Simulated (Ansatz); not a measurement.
# SiO (singlet): from Hartree-Fock to the top rungs at distance Si1–O2 = 3.259 Å, 6-31G

How much of the correlation energy of SiO (singlet) does each wave-function method recover here?

Computed with Ansatz 0.2.0, Gaussian basis. Level: 6-31G, core rule «outside noble gas», up to 6 orbitals frozen.

Plan: UHF; CCSD(T) on RHF; CCSD(T) on UHF; BCCD(T) on RHF; CISD; CCSDT(Q) on RHF; CCSDT(Q) on UHF; CISDTQ; CCSDTQ on RHF; CASSCF and MRCISD+Q, 2 electrons in 2 orbitals; CASSCF and NEVPT2, 2 electrons in 2 orbitals; CASSCF and MRCISD+Q, 10 electrons in 8 orbitals; CASSCF and NEVPT2, 10 electrons in 8 orbitals; Full CI.

24 further runs of the same task are left out: 3 for a known fault of the program, 17 that didn't finish, 4 set aside as unsound or not needed.

### Step 1. The system

The geometry derives from a PBE0/def2-TZVP stationary point (not a proven minimum). One bond is set to the value named and the two fragments are kept rigid.

2 atoms, charge 0, spin multiplicity 1.

Atoms are counted from 1 here; the program's logs count them from 0.

No contacts short enough for the rule that draws bonds.

Geometry (Å):

```mol
OSi
  3D, bonds by distance, orders not assigned

  2  0  0  0  0  0  0  0  0  0999 V2000
    0.0000    0.0000    0.0000 Si  0  0
    0.0000    0.0000    3.2590 O   0  0
M  END
```

### Step 2. UHF

in.yaml reads:

```yaml
crystal:
  periodic: [false, false, false]
  atoms:
    - {symbol: Si, position_ang: [0.000000, 0.000000, 0.000000]}
    - {symbol: O, position_ang: [0.000000, 0.000000, 3.259000]}
basis:
  gaussian: {orbitals: 6-31G}
magnetization: {spin_polarized: true, initial_magnetization: 0}
hamiltonian: {xc: hf}
output: {orbitals: {seedname: orbitals}}
```

Run with:

```sh
$ ansatz run in.yaml --threads 1 --pin off --events-out ev --progress --plain --max-ram 2393MiB
```

Further steps of the session: CCSD(T) on RHF; CCSD(T) on UHF; BCCD(T) on RHF; CISD; CCSDT(Q) on RHF; CCSDT(Q) on UHF; CISDTQ; CCSDTQ on RHF; CASSCF and MRCISD+Q, 2 electrons in 2 orbitals; CASSCF and NEVPT2, 2 electrons in 2 orbitals; CASSCF and MRCISD+Q, 10 electrons in 8 orbitals; CASSCF and NEVPT2, 10 electrons in 8 orbitals; Full CI.

Before running them: what should the planned runs give, taken together? Wanted: FCI from the RHF energy; RMP2 from FCI; UMP2 from FCI; RCCSD from FCI; RCCSD(T) from FCI; UCCSD(T) from FCI; RCCSDT(Q) from FCI; UCCSDT(Q) from FCI; NEVPT2 valence from FCI.

**Answer**, as computed:

| quantity | value |
| --- | --- |
| FCI from the RHF energy | -7.1992 eV |
| RMP2 from FCI | -299.2 kJ/mol |
| UMP2 from FCI | +76.8 kJ/mol |
| RCCSD from FCI | +39.2 kJ/mol |
| RCCSD(T) from FCI | -180.0 kJ/mol |
| UCCSD(T) from FCI | +20.9 kJ/mol |
| RCCSDT(Q) from FCI | +131.0 kJ/mol |
| UCCSDT(Q) from FCI | -12.4 kJ/mol |
| NEVPT2 valence from FCI | +63.5 kJ/mol |
| MRCISD+Q valence from FCI | +2.6 kJ/mol |
| levels within 1 kcal/mol (43 meV) | MRCISD+Q valence |
| T1 diagnostic | 0.074 |
| effectively unpaired electrons | 3.70 |

RCCSD(T) misses by -180.0 kJ/mol, 25.9 % of the correlation energy. CCSD(T) misses by -180.0 kJ/mol on the restricted determinant and by +20.9 kJ/mol on the unrestricted one; the two need not hold the same state or core. RMP2, RCCSD(T), BCCD(T), RCCSDT, UCCSDT(Q) fall below full CI: unrestricted runs freeze a spin-polarised core, another one than full CI's, and coupled cluster isn't variational. The occupations show strong static correlation (3.7 unpaired electrons where one determinant has 0). Of the multireference levels listed MRCISD+Q valence comes nearest in total energy (+2.6 kJ/mol), which doesn't show that its space is the better one. Coupled cluster took another determinant than the lowest Hartree-Fock one. These misses are within one basis, not against nature.

The restricted and unrestricted ladders end 1.49 eV apart at CCSDT(Q), so they describe two states, and rows of one don't measure the error of the other.
